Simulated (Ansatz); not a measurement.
CH₂NOP, SMILES `O=C=NP`, relaxed with RKS PBE0-D4/def2-TZVP in the Gaussian-basis code of Ansatz from a PBE-D4/def2-SVP geometry. The force threshold is 0.005 eV/Å; the program also tests the step.

Charge 0, multiplicity 1.

Start:

```xyz
6

O    -0.526   -2.697    0.264
C    -0.287   -1.541    0.187
N    -0.031   -0.353    0.216
P     0.180    1.081   -0.716
H     1.347    1.575   -0.021
H    -0.684    1.935    0.069
```

By how much does the energy fall, and how many steps does the optimiser take? (Estimate.)

The calculation gave: 0.06 eV, in 8 steps.

Which bonds change most? (Estimate.)

Computed: P4–H6 from 1.446 to 1.422 Å; P4–H5 from 1.446 to 1.422 Å; N3–P4 from 1.724 to 1.702 Å; O1–C2 from 1.183 to 1.165 Å.

Give the relaxed structure. (Estimate.)

The calculation gave: 
```xyz
6

O    -0.499   -2.656    0.225
C    -0.281   -1.512    0.195
N    -0.054   -0.337    0.261
P     0.170    1.052   -0.695
H     1.335    1.535   -0.038
H    -0.672    1.919    0.052
```
